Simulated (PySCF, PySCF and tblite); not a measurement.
A run on one conformer of C₄H₃FO, numbered as in [F:1][c:2]1[cH:3][cH:4][cH:5][o:6]1, from an ensemble study. The sound level was PBE0/pcSseg-1 on GFN2-xTB geometries.

Input:

```
{"job": {"xc": "PBE0", "basis": "STO-3G", "kind": "nmr", "pop": false}, "charge": 0, "multiplicity": 1}
F      2.418264    -0.656308    -0.006961
C      1.130887    -0.334675    -0.003188
C      0.521416     0.874833    -0.067668
C     -0.866354     0.573157    -0.022310
C     -0.964022    -0.778395     0.064453
O      0.262610    -1.344609     0.076727
H      0.986671     1.834612    -0.136951
H     -1.671693     1.277171    -0.051020
H     -1.804217    -1.439793     0.121739
```

Command: OMP_NUM_THREADS=1 python ens_run.py task.json out

Output:

```
coarse grid: 8376 points
cycle   1  E = -324.5380064019  dE =  1.490e+00  |g| = 5.105e-01  |ddm| = 4.425e+00
cycle   2  E = -324.5327963805  dE =  5.210e-03  |g| = 5.624e-01  |ddm| = 1.295e+00
cycle   3  E = -324.6217233538  dE = -8.893e-02  |g| = 2.023e-02  |ddm| = 6.603e-01
cycle   4  E = -324.6218303713  dE = -1.070e-04  |g| = 1.563e-02  |ddm| = 6.554e-02
cycle   5  E = -324.6219219489  dE = -9.158e-05  |g| = 2.971e-03  |ddm| = 2.784e-02
cycle   6  E = -324.6219243162  dE = -2.367e-06  |g| = 1.262e-03  |ddm| = 5.220e-03
final grid: 83760 points
cycle   7  E = -324.5842633622  dE = -4.131e-06  |g| = 5.618e-03  |ddm| = 1.543e-02
cycle   8  E = -324.5842566384  dE =  6.724e-06  |g| = 7.373e-03  |ddm| = 1.505e-02
cycle   9  E = -324.5842719813  dE = -1.534e-05  |g| = 9.825e-04  |ddm| = 9.388e-03
cycle  10  E = -324.5842722886  dE = -3.073e-07  |g| = 1.260e-04  |ddm| = 1.380e-03
cycle  11  E = -324.5842722932  dE = -4.604e-09  |g| = 2.748e-05  |ddm| = 1.865e-04
cycle  12  E = -324.5842722935  dE = -2.740e-10  |g| = 9.902e-06  |ddm| = 5.948e-05
converged SCF energy = -324.5842722935

GIAO shielding tensors (ppm)
atom      isotropic    diamagn.    paramagn.     s11        s22        s33       span
  0 F      341.334     451.435    -110.101    248.439    300.943    474.619    226.180
  1 C      108.123     261.718    -153.595     85.685    105.452    133.232     47.546
  2 C      150.895     257.028    -106.133     99.420    139.678    213.587    114.167
  3 C      135.589     256.312    -120.723     71.736    125.735    209.297    137.560
  4 C      123.272     257.896    -134.624     73.675    126.570    169.571     95.896
  5 O      180.403     377.491    -197.087     24.045    173.422    343.743    319.697
  6 H       27.858      31.227      -3.369     24.672     27.223     31.681      7.009
  7 H       27.210      31.075      -3.865     24.834     26.968     29.828      4.993
  8 H       26.691      30.612      -3.922     24.179     26.294     29.598      5.419
```

Question: What is wrong with this calculation?

Answer: The setting at fault: minimal or split-valence basis without polarisation functions. The run converged.
